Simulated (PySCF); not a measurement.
## Indirect couplings

Geometry:
| atom | x (Å) | y (Å) | z (Å) |
| --- | --- | --- | --- |
| C1 | -1.608 | -0.526 | -0.931 |
| C2 | -0.442 | -0.090 | -0.097 |
| C3 | -0.766 | 0.354 | 1.297 |
| C4 | 0.804 | -0.107 | -0.591 |
| C5 | 2.094 | 0.277 | 0.036 |
| F6 | 0.997 | -0.528 | -1.860 |
| H7 | -2.331 | 0.300 | -1.051 |
| H8 | -1.299 | -0.861 | -1.928 |
| H9 | -2.152 | -1.350 | -0.439 |
| H10 | 0.112 | 0.669 | 1.875 |
| H11 | -1.262 | -0.459 | 1.855 |
| H12 | -1.477 | 1.198 | 1.279 |
| H13 | 2.578 | 1.072 | -0.554 |
| H14 | 1.968 | 0.635 | 1.064 |
| H15 | 2.784 | -0.582 | 0.046 |

Method: B3LYP/pcJ-1 (spin–dipole term only in couplings to heteroatoms)//PBE0-D3(BJ)/def2-SVP, PySCF 2.14.0 with density-fitted response routines; isolated molecule, single conformer, non-relativistic. Couplings are averaged over pairs made equivalent by symmetry, fast rotation or ring inversion, so a value needn't be that of the named pair in this geometry, while other rotamers aren't included; one pair stands for each set, and the list holds a selection of those of at least 0.8 Hz over up to four bonds. One-bond C–F couplings come out tens of Hz too large with common functionals.

Isotopes: $^{13}$C, $^{19}$F, $^{1}$H.

```csv
pair,bonds,J (Hz)
"C1, C2",1,?
"C1, H7",1,133.9
"C2, C3",1,?
"C2, C4",1,96.7
"C3, H10",1,132.8
"C4, C5",1,59.5
"C4, F6",1,?
"C5, H13",1,134.4
"C1, C3",2,3.3
"C2, C5",2,?
"C2, H7",2,-6.0
"C2, H10",2,-6.1
"C3, C4",2,?
"C5, F6",2,31.4
"H10, H11",2,-15.9
"H13, H14",2,?
"C1, C5",3,1.8
"C1, F6",3,10.9
"C1, H10",3,?
"C2, H13",3,4.0
"C3, C5",3,2.3
"C3, H7",3,?
"C4, H10",3,6.9
"F6, H13",3,17.2
"F6, H7",4,4.3
"F6, H10",4,3.5
```

Estimate the withheld couplings, with signs.

Results:


- $^{1}J$(C1,C2) = 45.9 Hz (bond length 1.499 Å)
- $^{1}J$(C2,C3) = 49.1 Hz (bond length 1.498 Å)
- $^{1}J$(C4,F6) = -309.2 Hz (bond length 1.351 Å)
- $^{2}J$(C2,C5) = 7.0 Hz (angle at C4 130°)
- $^{2}J$(C3,C4) = 7.3 Hz (angle at C2 123°)
- $^{2}J$(H13,H14) = -16.2 Hz (mean over equivalent pairs that range from -19.4 to -14.6 Hz in this conformer)
- $^{3}J$(C1,H10) = 4.9 Hz (mean over equivalent pairs that range from 2.7 to 9.3 Hz in this conformer)
- $^{3}J$(C3,H7) = 5.0 Hz (mean over equivalent pairs that range from 2.5 to 9.6 Hz in this conformer)
